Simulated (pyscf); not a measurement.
•H₂C–F + hydrogen (H₂) → fluoromethane (H₃C–F) + H atom (H•), a hydrogen abstraction (doublet surface; H–H broken, C–H formed). Structures and frequencies: ωB97X-D3(BJ)/def2-SVP in PySCF. Energies in eV from the separated reactants.

AM1 to PM7: differences of heats of formation from MOPAC, which are fitted to 298 K values and so differ in kind from electronic energies by zero-point and thermal terms. Open shells are spin-unrestricted. 

**Question.** Quick AM1 single points give ΔE‡ = 0.90 eV and ΔE = +1.09 eV. What does ωB97M-D3(BJ)/def2-TZVP give, and how far is the quick result from it?

**Answer.** ωB97M-D3(BJ)/def2-TZVP gives ΔE‡ = 0.54 eV and ΔE = +0.03 eV. AM1 lies 0.35 eV over it in the barrier and 1.06 eV over it in the reaction energy, so on this step it does not hold to within 0.13 eV. At AM1 this geometry lies under one side, so its ΔE‡ may be no barrier of that level. ωB97M-D3(BJ)/def2-TZVP has limits of its own. One saddle was located; it need not be the lowest between these sides. The angle at the transferred H is 177°.
